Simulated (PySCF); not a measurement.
Compound: C₂H₇PS.
SMILES: `C[PH](C)=S`

All values: CAM-B3LYP/def2-SVPD (PySCF, non-relativistic), on one gas-phase PBE0-D3(BJ)/def2-SVP geometry that isn't relaxed in the solvent. The solvent is an IEF-PCM continuum (cavity from Bondi-type radii × 1.2), and excitations are vertical TDDFT with non-equilibrium linear response and a frozen core. Specific hydrogen bonds and non-electrostatic terms are outside this model.

Gas-phase singlets (H = HOMO, L = LUMO):

```csv
state,E (eV),λ (nm),f,leading configurations
S1,5.719,217,0.001,"H→L 56%, H→L+1 35%"
S2,5.898,210,0.028,"H-1→L 43%, H-1→L+1 42%"
S3,6.091,204,0.061,"H→L+3 41%, H→L+1 24%"
S4,6.105,203,0.045,"H-1→L+3 41%, H-1→L 33%"
S5,6.333,196,0.018,"H-1→L+2 69%, H-1→L+8 10%"
```

**Question.** How does the list change in chloroform (ε = 4.711)?

**Answer.** 
```tsv
state	E (eV)	λ (nm)	f	leading configurations	change by rank (eV)
S1	6.038	205	0.011	H→L+1 74%, H→L 16%	+0.319
S2	6.110	203	0.043	H-1→L+1 86%	+0.212
S3	6.259	198	0.097	H→L 67%, H→L+1 14%	+0.168
S4	6.321	196	0.082	H-1→L 80%, H-1→L+3 10%	+0.216
S5	6.722	184	0.018	H-1→L+2 60%, H-1→L+4 17%	+0.389
```

**Question.** What are the lowest 5 singlets in acetonitrile (ε = 35.69)?

**Answer.** 
| state | E (eV) | λ (nm) | f | leading configurations | change by rank (eV) |
| --- | --- | --- | --- | --- | --- |
| S1 | 6.117 | 203 | 0.033 | H→L+1 90% | +0.398 |
| S2 | 6.157 | 201 | 0.050 | H-1→L+1 79%, H-1→L 10% | +0.259 |
| S3 | 6.361 | 195 | 0.079 | H→L 85% | +0.270 |
| S4 | 6.448 | 192 | 0.073 | H-1→L 75%, H-1→L+1 10% | +0.343 |
| S5 | 6.862 | 181 | 0.019 | H-1→L+3 49%, H-1→L+4 24% | +0.529 |

**Question.** How do the frontier levels move from gas to acetonitrile?

**Answer.** 
```
orbital  gas (eV)  solvent (eV)  change (eV)
 LUMO+2      1.61          1.94        +0.33
 LUMO+1      1.54          1.40        -0.14
   LUMO      0.93          1.29        +0.36
   HOMO     -7.77         -8.15        -0.38
 HOMO-1     -7.79         -8.17        -0.38
 HOMO-2    -11.10        -11.27        -0.17
 HOMO-3    -12.09        -11.70        +0.39
```

The HOMO–LUMO gap goes from 8.70 to 9.43 eV. Rows go by rank; for LUMO, LUMO+1 and LUMO+2 the atom shares or the degeneracy differ between the runs, so the row needn't follow one orbital.
